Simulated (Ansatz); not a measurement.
**Worked example: correlation energy of C3H6, singlet**

Geometry: MP2(full)/6-31G*, from the G2/97 set.

```xyz
9

C     0.0000    0.8670    0.0000
C     0.7508   -0.4335    0.0000
C    -0.7508   -0.4335    0.0000
H     0.0000    1.4558    0.9105
H     0.0000    1.4558   -0.9105
H     1.2607   -0.7279   -0.9105
H     1.2607   -0.7279    0.9105
H    -1.2607   -0.7279    0.9105
H    -1.2607   -0.7279   -0.9105
```

Basis cc-pVDZ; Ansatz 0.2.0. Only valence electrons are correlated (noble-gas cores frozen), which leaves 18 electrons in 69 orbitals. Prefix R: restricted or restricted open-shell reference.

Full CI isn't at hand for all of this; RCCSDT(Q) serves as the reference, and is uncertain by about the last step of the cluster series.

Runs differ by some tens of microhartree through their thresholds, so steps under 0.03 kcal/mol mean nothing.

```tsv
level	total energy (hartree)
RHF	-117.067283
RMP2	-117.490639
RCCSD	-117.529382
RCCSD(T)	-117.543274
RCCSDT	-117.543884
RCCSDT(Q)	-117.544743
```

What is the correlation energy at RCCSDT(Q), and what share of it do RMP2 and RCCSD(T) recover?

E(corr) = -117.544743 − (-117.067283) = -0.477460 hartree = -12.992 eV. RMP2: -0.423356 / -0.477460 = 88.67 %. RCCSD(T): -0.475991 / -0.477460 = 99.69 %.

By how many kcal/mol does RCCSD(T) miss RCCSDT(Q) (1 hartree = 627.509 kcal/mol), and which steps make up the rest?

-117.543274 − (-117.544743) = 0.001469 hartree = 0.92 kcal/mol. Steps: RCCSDT − RCCSD(T) = -0.38, RCCSDT(Q) − RCCSDT = -0.54 kcal/mol. Differences between like states or geometries often cancel part of this.
